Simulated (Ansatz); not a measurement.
# PHS+ (doublet): wave-function methods side by side, cc-pVDZ

The task here is to estimate one member of a computed series from the others.

Program: Ansatz 0.2.0, Gaussian basis. Level of theory: cc-pVDZ, core rule «outside noble gas», up to 10 orbitals frozen. These are calculated values, not measurements.

To be run: UHF; CCSD(T) on ROHF; CCSD(T) on UHF; BCCD(T) on ROHF; CISD; CCSDT(Q) on ROHF; CCSDT(Q) on UHF; CASSCF and MRCISD+Q, 11 electrons in 9 orbitals; CASSCF and NEVPT2, 11 electrons in 9 orbitals.

12 further runs of the same task are left out: 1 for a mislabelled method, 5 that didn't finish, 6 set aside as unsound or not needed.

## What is computed

The geometry is a PBE0/def2-TZVP stationary point (not a proven minimum) of the parent state, kept for this charge and spin.

3 atoms, charge 1, spin multiplicity 2.

Atoms are counted from 1 here; the program's logs count them from 0.

Bond lengths: P1–S2 1.958 Å, S2–H3 1.372 Å. Angles: P1–S2–H3 106.9°.

The first run:

The input, in.yaml:

```yaml
crystal:
  periodic: [false, false, false]
  atoms:
    - {symbol: P, position_ang: [0.000000, 0.037619, 1.017124]}
    - {symbol: S, position_ang: [0.000000, -0.074487, -0.938131]}
    - {symbol: H, position_ang: [0.000000, 1.213601, -1.411786]}
basis:
  gaussian: {orbitals: cc-pVDZ}
total_charge: 1
magnetization: {spin_polarized: true, initial_magnetization: 1}
hamiltonian: {xc: hf}
output: {orbitals: {seedname: orbitals}}
```

Run with:

```sh
$ ansatz run in.yaml --threads 1 --pin off --events-out ev --progress --plain --max-ram 2393MiB
```

Steps of the session up to this table: UHF; CCSD(T) on ROHF; CCSD(T) on UHF; BCCD(T) on ROHF; CISD; CCSDT(Q) on ROHF; CCSDT(Q) on UHF; CASSCF and MRCISD+Q, 11 electrons in 9 orbitals; CASSCF and NEVPT2, 11 electrons in 9 orbitals.

One of the session's tables, all rows but one given; the rest of the session is left out.

```
          method  from UCCSDT(Q) (kcal/mol)
            ROHF                    +167.05
             UHF                    +162.72
            RMP2                     +28.55
            UMP2                          ?
            CISD                     +22.06
           RCCSD                      +8.14
           UCCSD                      +8.05
        RCCSD(T)                      +1.43
        UCCSD(T)                      +1.72
         BCCD(T)                      +1.48
          RCCSDT                      +0.61
          UCCSDT                      +0.60
       RCCSDT(Q)                      +0.09
       UCCSDT(Q)                          0
  CASSCF valence                    +118.49
  NEVPT2 valence                     +25.78
  MRCISD valence                      +9.71
MRCISD+Q valence                      +0.26
```

Estimate the missing values for UMP2.

**Answer.** from UCCSDT(Q) (kcal/mol): +31.45. In the column «from UCCSDT(Q) (kcal/mol)» it lies between RMP2 (+28.55) and CASSCF valence (+118.49).

Among the levels timed on like hardware and quicker than the yardstick, those that no quicker one beats, quickest first: CISD (1.2 s, +22.06 kcal/mol); RCCSD(T) (2 s, +1.43 kcal/mol); MRCISD+Q valence (5 s, +0.26 kcal/mol).

To keep in mind: Of the multireference levels listed MRCISD+Q valence comes nearest in total energy (+0.26 kcal/mol), which doesn't show that its space is the better one. Restricted and unrestricted rows rest on different reference determinants; where their highest levels disagree by more than a few hundredths of an eV, they describe different states and don't form one ladder.
